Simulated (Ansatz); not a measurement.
`FCCl`, relaxed with RKS PBE0-D4/def2-TZVP in Ansatz from a PBE-D4/def2-SVP geometry. The force threshold is 0.005 eV/Å; the program also tests the step.

Charge 0, multiplicity 1.

Start:

```xyz
5

F    -0.115   -1.366    0.105
C     0.034   -0.036   -0.127
Cl   -0.324    0.925    1.347
H    -0.679    0.293   -0.912
H     1.084    0.183   -0.413
```

**Question.** How much energy does the relaxation release, and in how many steps? (An estimate is asked.)

**Answer.** Computed: 2.56 kJ/mol, in 4 steps, 1 of them rejected.

**Question.** Which bonds change most? (Best estimate.)

**Answer.** Computed: C2–Cl3 from 1.796 to 1.766 Å; C2–H5 from 1.110 to 1.089 Å; C2–H4 from 1.110 to 1.089 Å; F1–C2 from 1.358 to 1.355 Å.

**Question.** Give the relaxed structure. (Estimate.)

**Answer.** The calculation gave: 
```xyz
5

F    -0.114   -1.349    0.107
C     0.035   -0.023   -0.129
Cl   -0.320    0.908    1.330
H    -0.669    0.286   -0.900
H     1.068    0.178   -0.408
```
